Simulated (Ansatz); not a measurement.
# NHS (singlet): the correlation ladder, cc-pVTZ

The task here is to estimate one member of a computed series from the others.

The runs use Ansatz 0.2.0, Gaussian basis; cc-pVTZ, core rule «outside noble gas», up to 6 orbitals frozen.

The runs, in order: UHF; CCSD(T) on RHF; CCSD(T) on UHF; BCCD(T) on RHF; CCSDT(Q) on RHF; CCSDT(Q) on UHF; CASSCF and MRCISD+Q, 12 electrons in 9 orbitals; CASSCF and NEVPT2, 12 electrons in 9 orbitals.

4 further runs of the same task are left out: 4 set aside as unsound or not needed.

### What is computed

The geometry is a PBE0/def2-TZVP stationary point (not a proven minimum).

3 atoms, charge 0, spin multiplicity 1.

Atoms are counted from 1 here; the program's logs count them from 0.

Bond lengths: N1–S2 1.555 Å, N1–H3 1.028 Å. Angles: S2–N1–H3 109.6°.

Coordinates:

```
N     0.00000   -0.12756    1.04385
S     0.00000    0.03055   -0.50269
H     0.00000    0.80089    1.48609
```

The first run:

The input, in.yaml:

```yaml
crystal:
  periodic: [false, false, false]
  atoms:
    - {symbol: N, position_ang: [0.000000, -0.127563, 1.043850]}
    - {symbol: S, position_ang: [0.000000, 0.030547, -0.502691]}
    - {symbol: H, position_ang: [0.000000, 0.800886, 1.486090]}
basis:
  gaussian: {orbitals: cc-pVTZ}
magnetization: {spin_polarized: true, initial_magnetization: 0}
hamiltonian: {xc: hf}
output: {orbitals: {seedname: orbitals}}
```

The run is started by

```bash
$ ansatz run in.yaml --threads 1 --pin off --events-out ev --progress --plain --max-ram 4096MiB --backend cpu
```

Among the steps run: UHF; CCSD(T) on RHF; CCSD(T) on UHF; BCCD(T) on RHF; CCSDT(Q) on RHF; CCSDT(Q) on UHF; CASSCF and MRCISD+Q, 12 electrons in 9 orbitals; CASSCF and NEVPT2, 12 electrons in 9 orbitals.

One table of the session follows, with a row left open; its other results are not shown here.

| method | from RCCSDT(Q) (meV) |
| --- | --- |
| RHF | +11369.0 |
| UHF | ? |
| RMP2 | +1116.1 |
| RCCSD | +633.2 |
| RCCSD(T) | +63.4 |
| BCCD(T) | +61.2 |
| RCCSDT | +53.6 |
| RCCSDT(Q) | 0 |
| CASSCF valence | +8395.6 |
| NEVPT2 valence | +1748.7 |
| MRCISD valence | +852.1 |
| MRCISD+Q valence | +145.7 |

Q: Estimate the row for UHF from the others.

The run gave: from RCCSDT(Q) (meV): +10988.5. In the column «from RCCSDT(Q) (meV)» it lies between CASSCF valence (+8395.6) and RHF (+11369.0).

To keep in mind: The determinant is far from a pure spin state, so its energy mixes those of several spin states (harmless only where they are near-degenerate, as at dissociation). Warnings: restricted reference is unstable; spin contamination.
